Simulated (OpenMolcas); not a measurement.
# HNC (hydrogen isocyanide): a two-point extrapolation

HNC has 3 atoms, charge 0, and is taken as a singlet. As SMILES, `[C-]#[NH+]`. One bond was lengthened or shortened from a relaxed shape.

```xyz
3

C    -0.6889    0.9763   -0.2669
N     0.0314   -0.0441    0.0122
H     0.5921   -0.8395    0.2293
```

MP2 energies, 2 core orbitals frozen (OpenMolcas 26.06):

```
  basis  X  functions  Hartree–Fock (Eh)  correlation (Eh)
cc-pVDZ  2         33         -92.837380         -0.289324
cc-pVTZ  3         74         -92.860266         -0.348560
cc-pVQZ  4        140         -92.866353         -0.370189
```

The correlation energy converges as X⁻³, the Hartree–Fock energy about exponentially.

Task: Extrapolate to the complete basis.

Result: 
1. Correlation: E(∞) = (4³ E(4) − 3³ E(3))/(4³ − 3³) = (64 × (-0.370189) − 27 × (-0.348560))/37 = -0.385972 Eh.
2. Hartree–Fock: successive steps shrink by 0.266; summing the geometric tail gives -92.866353 + (-0.006087) × 0.266/(1 − 0.266) = -92.868559 Eh.
3. Total: -92.868559 + (-0.385972) = -93.254531 Eh.
4. cc-pVQZ holds 95.9 % of the extrapolated correlation energy, cc-pVTZ 90.3 %.

This is an estimate of the method's limit, not an exact energy.
